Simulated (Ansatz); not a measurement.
Worked example: correlation energy of H$_{2}$Si–B, doublet

Geometry: that of the H2Si–B, quartet, kept fixed.

```tsv
atom	x (Å)	y (Å)	z (Å)
Si	0.0000	0.0000	0.4518
B	0.0000	0.0000	-1.4188
H	0.0000	1.2127	1.3144
H	0.0000	-1.2127	1.3144
```

Basis 6-31G; Ansatz 0.2.0. Only valence electrons are correlated (noble-gas cores frozen), which leaves 9 electrons in 20 orbitals. R marks a restricted (for open shells ROHF) determinant.

Full CI isn't at hand for all of this; RCCSDTQ serves as the reference, and is uncertain by about the last step of the cluster series.

Runs differ by some tens of microhartree through their thresholds and, for an open shell, their frozen cores, so steps under 0.03 kcal/mol mean nothing.

```json
{"level": "RHF", "total energy (hartree)": "-314.531399"}
{"level": "RMP2", "total energy (hartree)": "-314.624215"}
{"level": "RCCSD", "total energy (hartree)": "-314.658878"}
{"level": "RCCSD(T)", "total energy (hartree)": "-314.662597"}
{"level": "RCCSDT", "total energy (hartree)": "-314.663626"}
{"level": "RCCSDT(Q)", "total energy (hartree)": "-314.663827"}
{"level": "RCCSDTQ", "total energy (hartree)": "-314.663862"}
```

Q: What is the correlation energy at RCCSDTQ, and what share of it do RMP2 and RCCSD(T) recover?

A: E(corr) = -314.663862 − (-314.531399) = -0.132463 hartree = -3.605 eV. RMP2: -0.092816 / -0.132463 = 70.07 %. RCCSD(T): -0.131198 / -0.132463 = 99.05 %.

Q: By how many kcal/mol does RCCSD(T) miss RCCSDTQ (1 hartree = 627.509 kcal/mol), and which steps make up the rest?

A: -314.662597 − (-314.663862) = 0.001265 hartree = 0.79 kcal/mol. Steps: RCCSDT − RCCSD(T) = -0.65, RCCSDT(Q) − RCCSDT = -0.13, RCCSDTQ − RCCSDT(Q) = -0.02 kcal/mol. That is within 1 kcal/mol of the reference in this basis, which itself misses far more of the correlation at the basis-set limit.
